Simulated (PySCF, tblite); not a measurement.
## A complex of water and ammonia

A gas-phase complex of water and ammonia; neutral, singlet. The structure comes from a short search (6 tight-binding starts) and was relaxed by PBE0-D3(BJ)/def2-TZVPD; another way of binding may lie lower. Frequencies by PBE0-D3(BJ)/def2-TZVPD show no clear imaginary mode.

```csv
part,name,SMILES,atoms,charge,multiplicity
1,water,O,1–3,0,1
2,ammonia,N,4–7,0,1
```

Coordinates in Å:
```
O1     -0.134    0.260   -0.051
H2     -0.764   -0.484   -0.092
H3      0.729   -0.133   -0.197
N4     -2.154   -1.828   -0.138
H5     -1.894   -2.735   -0.508
H6     -2.914   -1.478   -0.709
H7     -2.522   -1.977    0.794
```

| contact | kind (by geometry) | distance (Å) | angle (°) |
| --- | --- | --- | --- |
| H2···N4 | hydrogen bond | 1.934 | 174 |

Interaction energies are complex less parts, with the parts frozen as they stand in it; counterpoise-corrected, in kcal/mol (PySCF). The CCSD(T) estimate is Hartree-Fock/aug-cc-pVQZ, plus the MP2 correlation part extrapolated as X⁻³ from aug-cc-pVTZ and aug-cc-pVQZ, plus CCSD(T) less MP2 in aug-cc-pVDZ; noble-gas cores are frozen. It isn't the exact limit.

(1) How strongly do the parts interact, level by level?

(2) What holds them together? Decompose the wB97M-D3(BJ)/def2-TZVPD energy: frozen parts, their antisymmetrised product, then relaxation.

The parts were also relaxed and run alone, at the levels used for the complex: vibrations by PBE0-D3(BJ)/def2-TZVPD; shieldings by PBE0/pcSseg-2; core levels by delta-SCF with SCAN, pcX-2 on the ionised atom and pcseg-1 elsewhere, spin-free X2C.

(3) How do these values change when the complex forms?

(4) What are the binding energy from relaxed parts (wB97M-D3(BJ)/def2-TZVPD), and ΔH and ΔG of association at 298.15 K and 1 atm?

## Answers

(1) 
| level | interaction | superposition error removed |
| --- | --- | --- |
| Hartree-Fock/aug-cc-pVQZ | -4.38 | - |
| wB97M-D3(BJ)/def2-TZVPD | -6.59 | -0.22 |
| PBE0-D3(BJ)/def2-TZVPD | -7.25 | -0.19 |
| MP2/aug-cc-pVQZ | -6.52 | -0.26 |
| CCSD(T), estimated basis limit | -6.46 | - |

(2) electrostatic -12.4, Pauli repulsion +11.7, orbital relaxation -5.2, dispersion correction -0.8 kcal/mol, which sum to the value before the counterpoise correction; the Pauli term holds the exchange-correlation of the frozen density too. Of the attraction, 67 % is electrostatic, 28 % is orbital relaxation, 4 % is dispersion correction.

(3) 
| property | alone | in the complex | change |
| --- | --- | --- | --- |
| O1–H2 bond (Å) | 0.960 | 0.976 | +0.016 |
| stretch carried by H2 (cm⁻¹, harmonic) | 3849, 3954 | 3560 | -341 from the mean |
| its infrared intensity (km/mol) | 5, 66 | 675 |  |
| shielding of H2 (ppm) | 30.89 | 25.95 | -4.94 |
| shielding of N4 (ppm) | 263.7 | 254.3 | -9.3 |
| shielding of O1 (ppm) | 329.1 | 315.2 | -13.9 |
| O1 1s core level (eV) | 539.76 | 538.00 | -1.76 |
| N4 1s core level (eV) | 405.54 | 406.17 | +0.63 |

(4) -6.45 kcal/mol, -4.21 with zero-point energy; ΔH -4.7 and ΔG +1.5 kcal/mol, from harmonic vibrations by PBE0-D3(BJ)/def2-TZVPD with low modes damped.
